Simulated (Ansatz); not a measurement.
# BSO+ (quintet): the correlation ladder, cc-pVDZ

An exercise on one series of results from a longer session: the logs are not shown, and one member is left open.

The runs use Ansatz 0.2.0, Gaussian basis; cc-pVDZ, core rule «outside noble gas», up to 7 orbitals frozen.

Plan: UHF; CCSD(T) on ROHF; CCSD(T) on UHF; BCCD(T) on ROHF; CISD; CCSDT(Q) on ROHF; CCSDT(Q) on UHF.

41 further runs of the same task are left out: 15 for a known fault of the program, 13 that didn't finish, 13 set aside as unsound or not needed.

## The system

The geometry is a PBE0/def2-TZVP stationary point (not a proven minimum) of the parent state, kept for this charge and spin.

3 atoms, charge 1, spin multiplicity 5.

Atoms are counted from 1 here; the program's logs count them from 0.

Bond lengths: B1–S2 1.760 Å, S2–O3 1.511 Å. Angles: B1–S2–O3 112.3°.

The first run:

in.yaml reads:

```yaml
crystal:
  periodic: [false, false, false]
  atoms:
    - {symbol: B, position_ang: [0.000000, -0.588771, 1.527430]}
    - {symbol: S, position_ang: [0.000000, 0.408039, 0.077250]}
    - {symbol: O, position_ang: [0.000000, -0.419926, -1.186924]}
basis:
  gaussian: {orbitals: cc-pVDZ}
total_charge: 1
magnetization: {spin_polarized: true, initial_magnetization: 4}
hamiltonian: {xc: hf}
output: {orbitals: {seedname: orbitals}}
```

Started as:

```
> ansatz run in.yaml --threads 1 --pin off --events-out ev --progress --plain --max-ram 2393MiB
```

Among the steps run: UHF; CCSD(T) on ROHF; CCSD(T) on UHF; BCCD(T) on ROHF; CISD; CCSDT(Q) on ROHF; CCSDT(Q) on UHF.

One table of the session follows, with a row left open; its other results are not shown here.

```
   method  from UCCSDT(Q) (meV)
     ROHF               +9658.6
      UHF               +9282.6
     RMP2               +1468.3
     UMP2               +1456.3
     CISD               +1323.0
    RCCSD                +453.0
    UCCSD                +434.5
 RCCSD(T)                 +97.3
 UCCSD(T)                 +95.5
  BCCD(T)                 +86.3
   RCCSDT                     ?
   UCCSDT                 +45.9
RCCSDT(Q)                  +3.3
UCCSDT(Q)                     0
```

**Question.** Estimate the row for RCCSDT.

The run gave: from UCCSDT(Q) (meV): +48.7. In the column «from UCCSDT(Q) (meV)» it lies between UCCSDT (+45.9) and BCCD(T) (+86.3).

Caveats from the session: Restricted and unrestricted rows rest on different reference determinants; where their highest levels disagree by more than a few hundredths of an eV, they describe different states and don't form one ladder.
